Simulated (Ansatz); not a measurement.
# SiH₃ (doublet): wave-function methods side by side at scale of all distances = 1.000, 6-31G

How much of the correlation energy of SiH₃ (doublet) does each wave-function method recover here?

The runs use Ansatz 0.2.0, Gaussian basis; 6-31G, core rule «outside noble gas», up to 5 orbitals frozen.

To be run: UHF; CCSD(T) on ROHF; CCSD(T) on UHF; BCCD(T) on ROHF; CISD; CCSDT(Q) on ROHF; CCSDT(Q) on UHF; CISDTQ; CCSDTQ on ROHF; CCSDTQ on UHF; CASSCF and MRCISD+Q, 3 electrons in 3 orbitals; CASSCF and NEVPT2, 3 electrons in 3 orbitals; CASSCF and MRCISD+Q, 7 electrons in 7 orbitals; CASSCF and NEVPT2, 7 electrons in 7 orbitals; Full CI.

7 further runs of the same task are left out: 1 for a mislabelled method, 4 that didn't finish, 2 set aside as unsound or not needed.

### 1 What is computed

The geometry derives from a PBE0/def2-TZVP stationary point (not a proven minimum). All distances are scaled together.

4 atoms, charge 0, spin multiplicity 2.

Atoms are counted from 1 here; the program's logs count them from 0.

Bond lengths: Si1–H2 1.486 Å, Si1–H3 1.486 Å, Si1–H4 1.486 Å. Angles: H2–Si1–H3 111.3°, H2–Si1–H4 111.3°, H3–Si1–H4 111.3°.

### 2 UHF

The input, in.yaml:

```yaml
crystal:
  periodic: [false, false, false]
  atoms:
    - {symbol: Si, position_ang: [0.000090, -0.000062, -0.043737]}
    - {symbol: H, position_ang: [1.415348, 0.014593, 0.409118]}
    - {symbol: H, position_ang: [-0.721058, 1.220018, 0.403029]}
    - {symbol: H, position_ang: [-0.696788, -1.232882, 0.406559]}
basis:
  gaussian: {orbitals: 6-31G}
magnetization: {spin_polarized: true, initial_magnetization: 1}
hamiltonian: {xc: hf}
output: {orbitals: {seedname: orbitals}}
```

The run is started by

```
$ ansatz run in.yaml --threads 1 --pin off --events-out ev --progress --plain --max-ram 2393MiB
```

The runs that follow: CCSD(T) on ROHF; CCSD(T) on UHF; BCCD(T) on ROHF; CISD; CCSDT(Q) on ROHF; CCSDT(Q) on UHF; CISDTQ; CCSDTQ on ROHF; CCSDTQ on UHF; CASSCF and MRCISD+Q, 3 electrons in 3 orbitals; CASSCF and NEVPT2, 3 electrons in 3 orbitals; CASSCF and MRCISD+Q, 7 electrons in 7 orbitals; CASSCF and NEVPT2, 7 electrons in 7 orbitals; Full CI.

**Question.** What will the summary of the whole plan be? Wanted: FCI below the RHF energy; RMP2 from FCI; UMP2 from FCI; RCCSD from FCI; RCCSD(T) from FCI; UCCSD(T) from FCI; RCCSDT(Q) from FCI; UCCSDT(Q) from FCI; NEVPT2 pair from FCI.

The runs gave:

| quantity | value |
| --- | --- |
| FCI below the RHF energy | -1.9136 eV |
| RMP2 from FCI | +574.1 meV |
| UMP2 from FCI | +565.8 meV |
| RCCSD from FCI | +28.9 meV |
| RCCSD(T) from FCI | +9.1 meV |
| UCCSD(T) from FCI | +9.1 meV |
| RCCSDT(Q) from FCI | +0.2 meV |
| UCCSDT(Q) from FCI | +0.1 meV |
| NEVPT2 pair from FCI | +470.3 meV |
| MRCISD+Q pair from FCI | -7.1 meV |
| NEVPT2 valence from FCI | +167.5 meV |
| levels within 1 kcal/mol (43 meV) | RCCSD, UCCSD, RCCSD(T), UCCSD(T), BCCD(T), RCCSDT, UCCSDT, CISDTQ, RCCSDT(Q), UCCSDT(Q), RCCSDTQ, UCCSDTQ, MRCISD+Q pair, MRCISD valence, MRCISD+Q valence |
| T1 diagnostic | 0.013 |
| effectively unpaired electrons | 1.02 |

What this shows: RCCSD(T) misses by +9.1 meV, 0.5 % of the correlation energy. MRCISD+Q pair falls below full CI: the +Q correction isn't variational, and the cores differ from full CI's. One determinant dominates. Of the multireference levels listed MRCISD+Q pair comes nearest in total energy (-7.1 meV), which doesn't show that its space is the better one. These misses are within one basis, not against nature; the frozen cores of restricted and unrestricted runs differ, which can shift their rows.
